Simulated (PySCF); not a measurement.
Gas-phase reaction: AlH3.NH3 + 2 Al ⇌ 3 AlH + NH3

Energies from PySCF, thermal terms from the rigid-rotor harmonic-oscillator model, ideal gas at 1 bar. † marks an energy on the PBE0/def2-TZVP geometry and frequencies; other levels use their own. CCSD(T) freezes the core. Open shells (unrestricted): Al (multiplicity 2, electronic degeneracy 6); the rest are closed-shell singlets. Spin-orbit splitting is ignored; it lowers the true energy and changes the entropy of Al. Adducts (AlH3.NH3) have no counterpoise correction, and HF, PBE, BLYP, B3LYP and PBE0 lack dispersion. AlH3.NH3: computed as isolated molecules; such fragments, hydroxides, amides, oligomers or adducts are transient or little studied in the gas. CCSD(T) isn't extrapolated to the basis-set limit; its ΔH°(298 K) is 90.5 kJ in def2-SVP and 71.3 kJ in def2-TZVPP. The harmonic model lacks anharmonicity and excited electronic states, which grow with temperature; levels with a mode under 35 cm⁻¹ are left out.

```tsv
level	ΔE electronic, kJ	ΔH°(298 K), kJ	ΔS°(298 K), J/K	ΔG°(2000 K), kJ
BLYP/def2-TZVP†	73	46	156	-238
CCSD(T)/def2-TZVPP†	98	71	156	-213
M06-2X/def2-TZVP†	84	57	156	-227
PBE/def2-SVP	130	104	156	-179
PBE0/def2-QZVP†	119	93	156	-192
PBE0/def2-TZVP	120	94	156	-190
```
ΔH° is lowest at BLYP/def2-TZVP† and highest at PBE/def2-SVP. No reference value is set beside these.
